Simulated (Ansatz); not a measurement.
```yaml
crystal:
  periodic: [false, false, false]
  atoms:
    - {symbol: B, position_ang: [-0.995708, -1.525324, -0.367211]}
    - {symbol: B, position_ang: [2.107058, 0.254223, 0.991777]}
    - {symbol: B, position_ang: [-0.463363, 2.263780, -0.385587]}
    - {symbol: H, position_ang: [-0.810460, -2.863780, -2.665360]}
    - {symbol: H, position_ang: [-0.568688, 4.862495, -0.622319]}
    - {symbol: H, position_ang: [4.387393, 0.988826, 2.031539]}
    - {symbol: H, position_ang: [1.819296, -2.484382, 1.051275]}
    - {symbol: H, position_ang: [-2.736879, 1.077755, -1.390565]}
    - {symbol: H, position_ang: [-2.738649, -2.573572, 1.356451]}
basis:
  gaussian: {orbitals: def2-TZVP}
magnetization: {spin_polarized: true, initial_magnetization: 1}
hamiltonian: {xc: {name: rPW86-PBE}}
scf: {lower_state_search: full}
output: {forces: true}
```

```sh
$ ansatz run in.yaml --threads 4 --pin off --events-out ev --progress --plain --max-ram 3916MiB
```

It prints (some lines left out):

```
Functional definition: rPW86-PBE
771 factors; their error is unknown
mean field evaluation 1: about -2095.9432 eV, gradient 1.9e1 eV
mean field evaluation 2: about -1983.2263 eV, gradient 1.1e2 eV
mean field evaluation 4: about -2078.6668 eV, gradient 4.5e1 eV
mean field evaluation 8: about -2102.6766 eV, gradient 2.6e0 eV
mean field evaluation 16: about -2103.2893 eV, gradient 2.8e-1 eV
mean field evaluation 32: about -2103.2924 eV, gradient 2.3e-5 eV
mean field evaluation 64: about -2098.1491 eV, gradient 1.7e1 eV
mean field evaluation 96: about -2103.3568 eV, gradient 7.8e-2 eV
mean field evaluation 128: about -2102.1148 eV, gradient 6.9e0 eV
mean field evaluation 160: about -2103.3383 eV, gradient 1.8e-1 eV
mean field evaluation 192: about -2102.8185 eV, gradient 1.2e0 eV
mean field evaluation 224: about -2102.2931 eV, gradient 2.4e0 eV
mean field evaluation 256: about -2103.2014 eV, gradient 1.0e0 eV
mean field evaluation 288: about -2082.6460 eV, gradient 2.5e1 eV
mean field evaluation 320: about -2103.1740 eV, gradient 2.4e0 eV
mean field evaluation 352: about -2096.6662 eV, gradient 1.7e1 eV
mean field evaluation 384: about -2096.2003 eV, gradient 1.7e1 eV
mean field evaluation 416: about -2098.9265 eV, gradient 1.3e1 eV
mean field evaluation 448: about -2097.1571 eV, gradient 1.8e1 eV
mean field evaluation 480: about -2101.0382 eV, gradient 1.1e1 eV
mean field evaluation 512: about -2103.0161 eV, gradient 1.7e-4 eV
mean field evaluation 544: about -2103.0161 eV, gradient 2.2e-3 eV
mean field -2103.35740438 eV, -77.2969589042 hartree, gradient 3.5e-6 eV, S^2 3.136087; 18 other end points of the search recorded, 0 dependent functions left out
reference -2103.35759427 eV, -77.2969658824 hartree; 11, 10 occupied and 118, 119 virtual orbitals, 771 factors
Total energy: -2103.35759427 eV, -77.2969658824 hartree
Atom 0 at    -0.995708    -1.525324    -0.367211 Å, force    -0.219179     0.025613     0.192279 eV/Å
Atom 1 at     2.107058     0.254223     0.991777 Å, force     0.052208    -0.501900     0.076251 eV/Å
Atom 2 at    -0.463363     2.263780    -0.385587 Å, force    -0.091777     0.132864    -0.031134 eV/Å
Atom 3 at    -0.810460    -2.863780    -2.665360 Å, force    -0.031804     0.156508     0.287676 eV/Å
Atom 4 at    -0.568688     4.862495    -0.622319 Å, force    -0.037431    -0.711387     0.024119 eV/Å
Atom 5 at     4.387393     0.988826     2.031539 Å, force    -0.633938    -0.166387    -0.294982 eV/Å
Atom 6 at     1.819296    -2.484382     1.051275 Å, force    -0.142328     0.835249    -0.127050 eV/Å
Atom 7 at    -2.736879     1.077755    -1.390565 Å, force     0.646499     0.023858     0.260900 eV/Å
Atom 8 at    -2.738649    -2.573572     1.356451 Å, force     0.457749     0.205582    -0.388059 eV/Å
Dipole moment:    -0.031663    -0.038869    -0.160741 e Å
```

(1) Something in this input is off. What?

Results:

(1) The geometry is stretched to more than twice its size. The run converged. The result belongs to that input, not to the species as meant. The charge 0 doublet is spin-contaminated (final ⟨S²⟩ up to 3.14, 0.75 for a pure state).
